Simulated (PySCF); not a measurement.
# SiO2 (silicon dioxide molecule) at B3LYP/cc-pVTZ

Aim: the vertical ionisation energy of SiO2 (silicon dioxide molecule) at B3LYP/cc-pVTZ, from 2 runs. The job is set up through a Python script.

Program for the calculation: PySCF 2.14.0.

4 further runs of the same task are left out: 4 set aside as unsound or not needed.

## Step 1: The structure to begin with

SiO2 has 3 atoms, charge 0, and is taken as a singlet. As SMILES, `O=[Si]=O`. The coordinates come from a GFN2-xTB relaxation.

Bond lengths: O1–Si2 1.491 Å, Si2–O3 1.491 Å. Angles: O1–Si2–O3 179.9°.

## Step 2: The energy at B3LYP/cc-pVTZ

File input.py:

```python
from pyscf import gto, dft

mol = gto.Mole()
mol.atom = [
    ('O', (0.691230, 1.217290, 0.513740)),
    ('Si', (-0.000730, 0.000440, -0.000160)),
    ('O', (-0.690510, -1.217740, -0.513580)),
]
mol.verbose = 3
mol.basis = 'cc-pvtz'
mol.max_memory = 1860
mol.build()

ks = dft.RKS(mol, xc='b3lyp')
ks.conv_tol = 1e-10
ks.grids.level = 5
ks.kernel()
if not ks.converged:
    ks = ks.newton().run(ks.mo_coeff, ks.mo_occ)

e_tot = ks.e_tot
print('E(%s) = %.9f' % ('B3LYP', e_tot))
```

Run with:

```
$ OMP_NUM_THREADS=1 python input.py
```

Log:

```text
converged SCF energy = -440.032444088132
E(B3LYP) = -440.032444088
```

Run time: 9.6 s. Hardware: 1 thread of Arm Neoverse V2, shared host; peak memory 0.45 GiB.

## Step 3: The doublet cation

File start.xyz:

```xyz
3
O2Si
O      0.691230     1.217290     0.513740
Si    -0.000730     0.000440    -0.000160
O     -0.690510    -1.217740    -0.513580
```

File run.py:

```python
from pyscf import gto, dft

mol = gto.Mole()
mol.atom = 'start.xyz'
mol.verbose = 3
mol.max_memory = 1860
mol.charge = 1
mol.basis = 'cc-pvtz'
mol.spin = 1
mol.build()

ks = dft.UKS(mol, xc='b3lyp')
ks.grids.level = 5
ks.conv_tol = 1e-10
ks.kernel()
if not ks.converged:
    ks = ks.newton().run(ks.mo_coeff, ks.mo_occ)

e_tot = ks.e_tot
print(f'total energy: {e_tot:.8f} hartree')
```

Run with:

```
$ OMP_NUM_THREADS=1 python run.py
```

Log:

```text
WARN: HOMO -0.46143546900284 >= LUMO -0.461435469002838

converged SCF energy = -439.573336302113  <S^2> = 0.78429937  2S+1 = 2.0340102
total energy: -439.57333630 hartree
```

Wall time 17 s (1 thread of Arm Neoverse V2, shared host); peak memory 0.46 GiB.

## Step 4: Results

Level: B3LYP/cc-pVTZ.

| quantity | value |
| --- | --- |
| singlet SiO2: total energy | -440.03244 Eh |
| singlet SiO2: dipole moment | 0.01 D |
| singlet SiO2: HOMO energy | -9.60 eV |
| singlet SiO2: LUMO energy | -3.52 eV |
| singlet SiO2: HOMO–LUMO gap | 6.08 eV |
| doublet cation: total energy | -439.57334 Eh |
| doublet cation: HOMO energy (highest over α and β) | -17.80 eV |
| doublet cation: LUMO energy (lowest over α and β) | -15.42 eV |
| doublet cation: ⟨S²⟩ | 0.784 |
| vertical ionisation energy (to the doublet cation) | 12.493 eV |

What this shows: Removing an electron at fixed nuclei costs 12.49 eV (1205 kJ/mol). −ε(HOMO) before ionisation, 9.60 eV, is 2.90 eV below this ionisation energy. Mulliken charges (doublet cation) run from -0.03 on O3 to +1.06 on Si2; they depend strongly on the basis.
